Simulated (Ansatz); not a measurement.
Compare A (`C=CC(F)(F)F`) with its isomer B (`C=C(F)C(F)F`).

Calculated with Ansatz (gas phase, PBE0-D4/def2-TZVP geometries, no zero-point term in ΔE). CBS: MP2 limit from def2 TZ/QZ plus the TZ coupled-cluster correction, frozen cores. DFT in def2-TZVPP. B3LYP here is the variant with VWN-RPA as its local correlation; programs differ in this. One conformer a species, not always the lowest.

(1) Which isomer does CCSD(T)/CBS put lower? Give the gap. (Estimate.)

(2) Give E(B) − E(A) in kcal/mol with CCSD(T)/def2-TZVPP, r2SCAN-D4, PBE-D4, BLYP-D4, CCSD(T)/def2-SVP, B2PLYP, B3LYP. (Best estimate.)

(3) Does the order hold for the free energy at 298.15 K (harmonic terms from PBE0-D4)? (An estimate is asked.)

Largest T1 diagnostic: 0.012.

Answers

(1) Ansatz gave: A, by 13.3 kcal/mol.

(2) The calculation gave: CCSD(T)/def2-TZVPP 13.6, r2SCAN-D4 13.0, PBE-D4 11.3, BLYP-D4 10.6, CCSD(T)/def2-SVP 16.1, B2PLYP 12.5, B3LYP 11.5. None reverses the order clearly.

(3) Computed: Yes: G(B) − G(A) = +13.3 kcal/mol, for one conformer each.

From PBE to PBE0 (25 % exact exchange), in def2-TZVPP and without D4, E(B) − E(A) moves by +1.2 kcal/mol. Leaving LDA and LC-ωPBE aside and taking each functional with its dispersion term where it has one, the values, not all of them listed here, spread over 3.1 kcal/mol, from BLYP-D4 to PBE-QIDH. LDA lies +1.1 kcal/mol from PBE without D4.
